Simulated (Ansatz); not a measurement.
Reaction: CH4N (SMILES [CH2]N, doublet) → CH4N (SMILES C[NH], doublet)
Each species at its own B3LYP-D3(BJ)/def2-TZVP minimum (Ansatz, a first-principles code).

Property: isomerisation energy (electronic), in kcal/mol. UHF or UKS for unpaired electrons; spin-orbit terms are left out. CBS(X,Y): correlation extrapolated as X^-3, Hartree-Fock from the larger set (Q,5: extrapolated as (X+1)exp(-9√X)). A bracket is a step between two methods taken in the basis named. Functionals run without relativity, which enters their misses. Double hybrids freeze cores in their MP2 part. '+ core + X2C': CCSD(T) terms for core correlation (cc-pwCVTZ) and scalar relativity (cc-pVTZ-DK).

CCSD(T)/CBS(cc-pVQZ,cc-pV5Z) + [CCSDT(Q) - CCSD(T)]/cc-pVTZ + core + X2C (Ansatz) gives 7.6 kcal/mol.

### Question
How far off this value is PBE/def2-TZVPD (Ansatz), in which direction, and which of these levels come nearer: r2SCAN/def2-TZVPD, B3LYP/def2-TZVPD, PBE0/def2-TZVPD, wB97M-V/def2-TZVPD, B2PLYP/def2-TZVPD, CCSD(T)/CBS(cc-pVQZ,cc-pV5Z) + core + X2C?

### Answer
PBE gives 8.5 kcal/mol, 0.9 kcal/mol above it. Differences of the others: r2SCAN/def2-TZVPD (Ansatz) -0.8; B3LYP/def2-TZVPD (Ansatz) -0.4; PBE0/def2-TZVPD (Ansatz) -0.1; wB97M-V/def2-TZVPD (Ansatz) 0.0; B2PLYP/def2-TZVPD (Ansatz) -0.1; CCSD(T)/CBS(cc-pVQZ,cc-pV5Z) + core + X2C (Ansatz) 0.1 kcal/mol. Nearer than PBE: r2SCAN/def2-TZVPD, B3LYP/def2-TZVPD, PBE0/def2-TZVPD, wB97M-V/def2-TZVPD, B2PLYP/def2-TZVPD, CCSD(T)/CBS(cc-pVQZ,cc-pV5Z) + core + X2C.
